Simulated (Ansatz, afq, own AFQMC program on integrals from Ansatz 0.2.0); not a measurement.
**Atomization energy of P$_{2}$H$_{4}$, singlet**

```xyz
6

P    -0.1319    0.0000    1.1061
P     0.1319    0.0000   -1.1061
H     0.8343   -1.0228    1.3117
H     0.8343    1.0228    1.3117
H    -0.8343   -1.0228   -1.3117
H    -0.8343    1.0228   -1.3117
```

Connectivity, by distances: PH2–PH2.

Atoms in their ground-state spins without spin–orbit coupling (mostly on UHF) minus the molecule (RHF), without zero-point energy. The geometry is a stationary point, not shown to be a minimum.

Basis cc-pVDZ. Noble-gas cores (and the filled d shells of Ga–Kr and In–Xe) are frozen. AFQMC by an in-house program on the Cholesky factors that Ansatz 0.2.0 writes for its CCSD(T) run. ph-AFQMC/CISD is guided by a CISD state made of CCSD amplitudes; releasing the constraint for a short imaginary time cuts its bias at the price of noise, slowly where states lie close. Free AFQMC starts from the CCSD state and is never constrained. Its projection time is finite, and what remains of the start isn't in its error. Error bars are statistical, one sigma. The errors of all members are added in quadrature.

No full CI on the walks' own integrals is used here; CCSDT(Q) serves as the reference and is uncertain by about the last step of the cluster series. Each member takes its own surest rung, up to full CI.

Errors are counted within cc-pVDZ, not against nature.

Cautions: other spins of the molecule weren't checked.

```json
{"level": "HF", "atomization energy (kcal/mol)": "237.1"}
{"level": "CCSD", "atomization energy (kcal/mol)": "321.1"}
```

Question: From these cheaper values, estimate the atomization energy at the reference level in cc-pVDZ.

Answer: 325.8 kcal/mol (CCSDT(Q) in cc-pVDZ).

```csv
level,atomization energy (kcal/mol),error against CCSDT(Q) (kcal/mol)
MP2,315.2,-10.7
CCSD(T),325.3,-0.5
CCSDT,325.6,-0.2
ph-AFQMC/HF,323.8 ± 1.4,-2.0 ± 1.4
ph-AFQMC/CISD,325.6 ± 0.3,-0.2 ± 0.3
released AFQMC,325.6 ± 0.5,-0.2 ± 0.5
free AFQMC,326.3 ± 0.5,0.5 ± 0.5
```

Correlation beyond CCSD(T) adds 0.5 kcal/mol. The perturbative (T) step is worth +4.2 kcal/mol.

Free projections are given only where their last times agree within the noise and don't stop above the reference; a slow remainder of the start can still hide under it. A walk keeps the symmetry of its determinant, which the program's search chose and which needn't be the lowest solution, so a lower state of the same spin and another symmetry isn't excluded. Released energies are given only where the last usable release times agree within the noise; a slower fall can still hide under it.
